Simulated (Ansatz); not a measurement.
Input for Ansatz (development build ahead of 0.2.0):

```yaml
crystal:
  periodic: [false, false, false]
  atoms:
    - { symbol: C, position_ang: [0.03357, -0.00103, 0.03704] }
    - { symbol: H, position_ang: [1.11298, -0.01198, 0.04772] }
    - { symbol: H, position_ang: [-0.52262, 0.98531, -0.02801] }
    - { symbol: H, position_ang: [-0.5979, -0.93908, 0.01024] }
basis:
  gaussian: { orbitals: "6-31G" }
total_charge: 1
hamiltonian:
  xc: hf
correlation:
  method: mp2
  frozen_orbitals: { C: 1, H: 0 }
```

The input is written out in the form of the current development build from the run's settings.

Results

```
Converged                       : yes
Reference energy                : -39.21171 hartree
Correlation energy              : -0.06685 hartree
Total energy                    : -39.27856 hartree
Spin squared of the determinant : 0.000
```
